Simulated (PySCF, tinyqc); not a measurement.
Worked calculation (part 2 of 2): RHF in the sto-6g basis, for CH2, spin multiplicity 1. The lowest restricted solution is unstable here: a spin-polarised one lies 0.0299 hartree lower (PySCF). Computed by tinyqc, a small Python program that keeps every step (integrals from PySCF). Command: `OMP_NUM_THREADS=1 python tinyqc.py 23799 23800 out.jsonl` (the two numbers bound the seeds that draw the settings). One thread of a shared host (Intel(R) Xeon(R) Processor @ 2.60GHz), about 0.1 s of CPU time with the checks.

Geometry (angstrom):
```
atom         x          y         z
C     0.000000   0.000000  0.000000
H     0.000000   0.940000  0.673000
H     0.000000  -0.940000  0.673000
```

## Iteration 8 (converged): orbitals

converged F (hartree):
```
             1C 1s      1C 2s    1C 2px     1C 2py     1C 2pz      2H 1s      3H 1s
1C 1s   -11.150167  -2.852114  0.000000   0.000000  -0.025974  -0.658118  -0.658118
1C 2s    -2.852114  -1.384812  0.000000   0.000000  -0.083220  -0.650136  -0.650136
1C 2px    0.000000   0.000000  0.225628   0.000000   0.000000   0.000000   0.000000
1C 2py    0.000000   0.000000  0.000000  -0.209260   0.000000  -0.350438   0.350438
1C 2pz   -0.025974  -0.083220  0.000000   0.000000  -0.243148  -0.281930  -0.281930
2H 1s    -0.658118  -0.650136  0.000000  -0.350438  -0.281930  -0.448129  -0.210036
3H 1s    -0.658118  -0.650136  0.000000   0.350438  -0.281930  -0.210036  -0.448129
```

X:
```
                1          2          3         4          5          6         7
1C 1s   -0.286476   0.000000   0.775958  0.000000  -0.601095   0.000000  0.169948
1C 2s    1.181932   0.000000  -0.349251  0.000000  -0.307657   0.000000  0.434922
1C 2px   0.000000   0.000000   0.000000  1.000000   0.000000   0.000000  0.000000
1C 2py   0.000000   1.021344   0.000000  0.000000   0.000000   0.628654  0.000000
1C 2pz   0.614948   0.000000   0.615283  0.000000   0.648152   0.000000  0.220262
2H 1s   -0.817130  -0.832025  -0.157085  0.000000   0.126754   0.385849  0.367636
3H 1s   -0.817130   0.832025  -0.157085  0.000000   0.126754  -0.385849  0.367636
```

Diagonalise F' = X^T F X, C = X C', fill 4 alpha and 4 beta electrons from the bottom; D = 2 C_occ C_occ^T. Each column has its largest component positive (the first on a tie).

F' = X^T F X (hartree):
```
           1         2          3         4          5          6          7
1   0.461153  0.000000   0.821339  0.000000  -0.501439   0.000000   0.123487
2   0.000000  0.643252   0.000000  0.000000   0.000000   0.108905   0.000000
3   0.821339  0.000000  -5.163050  0.000000   4.848836   0.000000  -2.225857
4   0.000000  0.000000   0.000000  0.225628   0.000000   0.000000   0.000000
5  -0.501439  0.000000   4.848836  0.000000  -5.075224   0.000000   2.293601
6   0.000000  0.108905   0.000000  0.000000   0.000000  -0.493611   0.000000
7   0.123487  0.000000  -2.225857  0.000000   2.293601   0.000000  -1.884813
```

orbital energies (hartree): MO1 -11.152502, MO2 -0.816888, MO3 -0.503950, MO4 -0.305820, MO5 0.225628, MO6 0.613277, MO7 0.653590

coefficients C:
```
              MO1        MO2        MO3        MO4       MO5        MO6        MO7
1C 1s    0.995937  -0.208189   0.000000   0.125155  0.000000  -0.153235   0.000000
1C 2s    0.018297   0.684739   0.000000  -0.604261  0.000000   0.984082   0.000000
1C 2px   0.000000   0.000000   0.000000   0.000000  1.000000   0.000000   0.000000
1C 2py   0.000000   0.000000   0.529316   0.000000  0.000000   0.000000   1.076185
1C 2pz   0.004638   0.156440   0.000000   0.770572  0.000000   0.779150   0.000000
2H 1s   -0.004462   0.269523   0.462753   0.234919  0.000000  -0.846020  -0.791836
3H 1s   -0.004462   0.269523  -0.462753   0.234919  0.000000  -0.846020   0.791836
```

D after iteration 8:
```
            1C 1s      1C 2s    1C 2px     1C 2py     1C 2pz      2H 1s      3H 1s
1C 1s    2.101793  -0.399917  0.000000   0.000000   0.136982  -0.062309  -0.062309
1C 2s   -0.399917   1.668666  0.000000   0.000000  -0.716842   0.085038   0.085038
1C 2px   0.000000   0.000000  0.000000   0.000000   0.000000   0.000000   0.000000
1C 2py   0.000000   0.000000  0.000000   0.560351   0.000000   0.489886  -0.489886
1C 2pz   0.136982  -0.716842  0.000000   0.000000   1.236552   0.446330   0.446330
2H 1s   -0.062309   0.085038  0.000000   0.489886   0.446330   0.683980  -0.172583
3H 1s   -0.062309   0.085038  0.000000  -0.489886   0.446330  -0.172583   0.683980
```

## Convergence

Stop when the energy changes by less than 1e-09 hartree and every element of the error matrix X^T (F D S - S D F) X is below 9e-06.

Course of the cycle:
```
iteration   E (hartree)     change  largest element of the error matrix
1          -38.58336582          -                             8.11e-01
2          -38.73926367  -1.56e-01                             6.35e-02
3          -38.74413824  -4.87e-03                             2.26e-02
4          -38.74476554  -6.27e-04                             5.97e-03
5          -38.74483453  -6.90e-05                             3.44e-04
6          -38.74483470  -1.70e-07                             4.32e-05
7          -38.74483470  -1.74e-09                             1.40e-06
8          -38.74483470  -1.14e-12                             1.18e-08
```

PySCF RHF in the same basis = -38.74483470 hartree

Converged in 8 iterations.

## Populations, bond orders and dipole

overlap S:
```
           1C 1s     1C 2s    1C 2px     1C 2py    1C 2pz     2H 1s      3H 1s
1C 1s   1.000000  0.243228  0.000000   0.000000  0.000000  0.055520   0.055520
1C 2s   0.243228  1.000000  0.000000   0.000000  0.000000  0.454054   0.454054
1C 2px  0.000000  0.000000  1.000000   0.000000  0.000000  0.000000   0.000000
1C 2py  0.000000  0.000000  0.000000   1.000000  0.000000  0.360948  -0.360948
1C 2pz  0.000000  0.000000  0.000000   0.000000  1.000000  0.258423   0.258423
2H 1s   0.055520  0.454054  0.000000   0.360948  0.258423  1.000000   0.145006
3H 1s   0.055520  0.454054  0.000000  -0.360948  0.258423  0.145006   1.000000
```

Mulliken: Z minus the diagonal of D S on the atom; Loewdin: the same with S^(1/2) D S^(1/2); Mayer order: 2 sum_s sum (D(s) S)_ij (D(s) S)_ji over the two atoms.

Charges (e):
```
atom   Mulliken    Loewdin
1C    -0.027456   0.011484
2H     0.013728  -0.005742
3H     0.013728  -0.005742
```

Mayer bond orders:
```
pair     order
2-1   0.989865
3-1   0.989865
3-2   0.009946
```

dipole moment about the origin, x y z (debye): 0.000000  0.000000  1.553589
